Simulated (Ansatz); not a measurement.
Relaxed structures of CH6BN, closed shell (PBE0-D4/def2-TZVP; forces vanish, vibrations not checked; lower isomers may exist, and structures with a doubtful reference or unclear bonds are left out; Å). Ansatz 0.2.0; basis: def2-TZVPP; cores frozen in the correlated methods.

Task: Rank them by CCSD(T) energy, lowest first, and give each one's height above the lowest. Links in brackets join atoms within 1.22 times the sum of their covalent radii (1.1 for two metals). (To be estimated.)
A.
CH₆BN ([BH3][CH][NH2])
```
9
angstrom
B 0.5512 1.1291 0.0099
C 0.0664 -0.3038 -0.2810
N -0.8964 -0.9119 0.3504
H 0.4680 1.7121 -1.0630
H -0.0759 1.6427 0.9161
H 0.5164 -0.9191 -1.0635
H 1.7526 1.0217 0.2160
H -1.1988 -1.8513 0.1423
H -1.3710 -0.4162 1.0927
```
B.
CH₆BN ([BH2][CH2][NH2])
```
9
angstrom
B 0.3890 1.2240 -0.1176
C 0.2900 -0.3118 -0.2201
N -0.5403 -1.0019 0.7443
H 1.2091 1.7969 -0.7747
H -0.3879 1.8624 0.5363
H -0.0599 -0.3952 -1.2803
H 1.2900 -0.7623 -0.2543
H -0.8018 -1.9273 0.4326
H -1.3881 -0.4849 0.9338
```
C.
CH₆BN ([BH2][CH][NH3])
```
9
angstrom
B 0.3663 1.1656 -0.1410
C 0.5671 -0.2558 -0.0538
N -0.4332 -1.0225 0.7446
H 1.0965 1.8951 -0.7504
H -0.5984 1.6344 0.4392
H -0.0420 -1.5014 1.5580
H 1.3202 -0.9201 -0.4599
H -0.9585 -1.7138 0.2059
H -1.0919 -0.3166 1.0802
```
D.
CH₆BN ([BH3][NH][CH2])
```
9
angstrom
B 0.2343 1.0583 -0.4611
C -0.5323 -1.0657 0.7240
N 0.2279 -0.4548 -0.0834
H 1.3531 1.4526 -0.1885
H -0.6495 1.5934 0.1717
H 0.0735 1.0887 -1.6672
H 0.9273 -1.0276 -0.5472
H -0.4329 -2.1324 0.9009
H -1.2947 -0.4932 1.2416
```

Result: Computed: D (0.0 kJ/mol), B (22.4 kJ/mol), A (42.0 kJ/mol), C (105.8 kJ/mol). Heights count from the lowest.

No T1 diagnostic of these runs exceeds 0.017.

For scale, one of the runs: CCSD(T)/def2-TZVPP, 177 basis functions, launched by `ansatz run in.yaml --threads 2 --pin off --events-out ev --progress --plain --max-ram 4352MiB`. The run took 27 s on 2 CPU threads of an Arm Neoverse V1 (shared host), with 1.7 GiB of host memory at its peak.
